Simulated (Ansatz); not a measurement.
Task: Name a neutral molecule of Al, N and H with HOMO–LUMO gap (PBE/def2-TZVPP) between 5.10 and 5.40 eV and size of the dipole moment (PBE/def2-TZVPP) between 1.25 and 1.55 D (Ansatz, PBE0-D4/def2-TZVP geometry).

Result: `[NH2][AlH][NH2]` (5.22 eV, 1.29 D). Other molecules can fit too; these were computed, each in one conformer that needn't be the lowest.
